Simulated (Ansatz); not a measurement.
## Scan of [NH2···H···BH2], doublet

Starting geometry:

```xyz
7

N    -1.1105   -0.0191   -0.0297
H    -1.4077    0.9487   -0.0297
H    -1.4077   -0.4214    0.8505
H    -0.0980   -0.0191   -0.0297
B     1.3615   -0.0191   -0.0297
H     1.8706   -0.0191    1.0473
H     1.8706   -0.0191   -1.1067
```

From there H4 is moved from one fragment to the other while all else, the fragments' distance too, stays fixed; atoms are numbered as listed. Energies are in eV, counted from the starting geometry at the same level. Kohn–Sham curves are unrestricted where that lies lower.

Basis cc-pVDZ; Ansatz 0.2.0. Correlated methods freeze the noble-gas cores. R marks a restricted (for open shells ROHF) determinant, U an unrestricted one.

In so small a basis the reference is far from its limit while semilocal and hybrid functionals are nearer theirs (RPA and double hybrids share much of the reference's basis error), so the functionals' errors here hold much of the reference's basis and frozen-core error, which can add to them or hide them.

Full CI isn't at hand for all of this; UCCSDT(Q) serves as the reference, and is uncertain by about the last step of the cluster series.

```
distance N1-H4 (Å)  UCCSDT(Q)     PBE  r2SCAN    PBE0   B3LYP  r2SCAN0  wB97M-V  B2PLYP  RPA-PBE
             1.012      0.000   0.000   0.000   0.000   0.000    0.000    0.000   0.000    0.000
             1.054     -0.018  -0.047  -0.032  -0.028  -0.032   -0.017   -0.022  -0.022   -0.029
             1.137      0.040  -0.024   0.010   0.017   0.000    0.043    0.031   0.028    0.015
             1.219      0.144   0.085   0.113   0.123   0.088    0.145    0.136   0.129    0.118
             1.302      0.278   0.265   0.264   0.278   0.223    0.278    0.277   0.266    0.263
```

(1) Judged by the spread of the error over the points with a reference (largest less smallest), which of these follows UCCSDT(Q) best and which worst?

Results:

(1) Subtracting the UCCSDT(Q) column from each: best r2SCAN0 (errors from 0.000 to 0.002, spread 0.002 eV), worst PBE (from -0.065 to 0.000, spread 0.065 eV). Functionals and wave-function methods converge differently with the basis, so part of this is basis effect.
